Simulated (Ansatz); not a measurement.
Mulliken charges of C$_{3}$H$_{4}$O$_{2}$, SMILES `OC1=COC1` from ωB97M-V/def2-TZVPP in Ansatz (PBE0-D4/def2-TZVP geometry).

| atom | x (Å) | y (Å) | z (Å) | charge (e) |
| --- | --- | --- | --- | --- |
| O1 | -0.171 | 1.828 | -0.254 | -0.285 |
| C2 | 0.117 | 0.519 | -0.129 | 0.025 |
| C3 | 1.212 | -0.234 | -0.213 | 0.031 |
| O4 | 0.628 | -1.429 | 0.214 | -0.314 |
| C5 | -0.618 | -0.697 | 0.368 | -0.011 |
| H6 | -1.015 | 1.933 | -0.702 | 0.191 |
| H7 | 2.263 | -0.164 | -0.451 | 0.134 |
| H8 | -1.401 | -1.123 | -0.265 | 0.110 |
| H9 | -0.928 | -0.678 | 1.415 | 0.117 |

Problem. By hand: the dipole of these point charges (1 e Å = 4.8032 D).

Solution. Σ q r = (-0.254, 0.085, -0.067) e Å, of length 0.276 e Å = 1.33 D.

Problem. How does the dipole of the full density compare? (Estimate.)

Solution. Computed: (-0.397, 0.172, -0.132) e Å, 2.17 D; the point charges give 0.61 times that, at 6° from its direction.

Point charges leave out the atoms' own dipoles, such as those of lone pairs, and Mulliken's split depends on the basis, so the two needn't agree.
